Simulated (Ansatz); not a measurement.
This Ansatz (a quantum-chemistry and plane-wave program) input (CCSD(T)/cc-pV(T+d)Z) gives -460.44173 Eh with 53 basis functions. A basis named .json is the Basis Set Exchange file of that set (core-valence sets with the plain set on hydrogen).

Ansatz 0.2 input:
```yaml
crystal:
  periodic: [false, false, false]
  atoms:
    - {symbol: Cl, position_ang: [-0.00000000, -0.00000000, -0.07122178]}
    - {symbol: H, position_ang: [0.00000000, 0.00000000, 1.21077034]}
basis:
  gaussian:
    orbitals: cc-pV_T+d_Z.json
magnetization: {spin_polarized: false}
correlation: {method: ccsd_t, frozen_orbitals: {Cl: 1, H: 0}}
```

Change:
```diff
- orbitals: cc-pV_T+d_Z.json
+ orbitals: cc-pCVTZ.json
```

Question: What does the run give now?

Answer: -460.64266 Eh (CCSD(T)/cc-pCVTZ, 73 functions), a change of -200.93 mEh.
